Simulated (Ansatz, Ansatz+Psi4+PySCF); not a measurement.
```xyz
2

Al    0.0000    0.0000   -0.9944
P     0.0000    0.0000    0.9944
```

Basis set: cc-pV(T+d)Z (spherical functions). Frozen core: 10 orbitals. Correlation on ROHF uses semicanonical orbitals with singles. Charge 0, multiplicity 3.

Computed with Ansatz (development build ahead of 0.2.0); the reference of a correlated method needn't be the lowest determinant of its kind.

**Question.** Give the atomization energy at this shape (free ground-state atoms in the same class of orbitals less the molecule, no zero-point energy) of triplet AlP by ROHF-CCSD(T), UHF-BCCD(T).

**Answer.**

```
      method  atomization energy
ROHF-CCSD(T)        143.7 kJ/mol
 UHF-BCCD(T)        143.4 kJ/mol
```

Caution: the reference determinant was not shown to be the lowest; the shape is not the minimum.
